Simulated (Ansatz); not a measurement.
Working through vertical energies of changing the electron count of ClH4NSi, SMILES N[SiH2]Cl

Program: the Ansatz DFT code, driven from Python.

Input file `clh4nsi.xyz`:
```text
7

N    -0.77960   -0.27930   -0.70210
Si    0.55910    0.00820    0.21990
Cl    0.58260   -1.36580    1.70570
H    -0.88680    0.57380   -1.33180
H    -1.63150   -0.26390   -0.11240
H     0.43720    1.37280    0.81490
H     1.78020   -0.11380   -0.63990
```

Interactive session:
```pycon
>>> import ansatz as az
>>> def single_point(molecule, charge=0, unpaired=0):
...     calc = (
...         molecule.calculation()
...         .basis(gaussian='cc-pVDZ')
...         .functional('pbe')
...     )
...     if charge:
...         calc = calc.charge(charge)
...     if unpaired:
...         calc = calc.spin('collinear', total=unpaired)
...     return calc.run(threads=1).report['free_energy_ev']
...
>>> system = az.Crystal.molecule_from_extxyz('clh4nsi.xyz')
>>> # total-energy differences at one geometry
>>> parent = single_point(system, 0, 0)

>>> cation = single_point(system, 1, 1)
>>> print(f'E(N)   = {parent:.5f} eV')
E(N)   = -21945.66678 eV
>>> print(f'E(N-1) = {cation:.5f} eV  (1 unpaired)')
E(N-1) = -21935.90549 eV  (1 unpaired)
>>> print(f'vertical ionisation energy {cation - parent:.3f} eV')
vertical ionisation energy 9.761 eV
```

At this unrelaxed geometry removing an electron costs 9.76 eV.

What to keep in mind:
- The settings weren't tested for convergence.
- The geometry is a force-field or estimated start, not a minimum of this method, and the basis set is short of its limit. All parts are taken at fixed geometry, without zero-point energy. At an unrelaxed start these energies can be a whole eV from those at the minimum, and a small affinity can change sign.
- Wall time of the script: 5.8 s on 1 thread of Arm Neoverse V2, on a shared host, peak memory 0.19 GiB.

(Lines on the test bed's own set-up are left out of the output.)
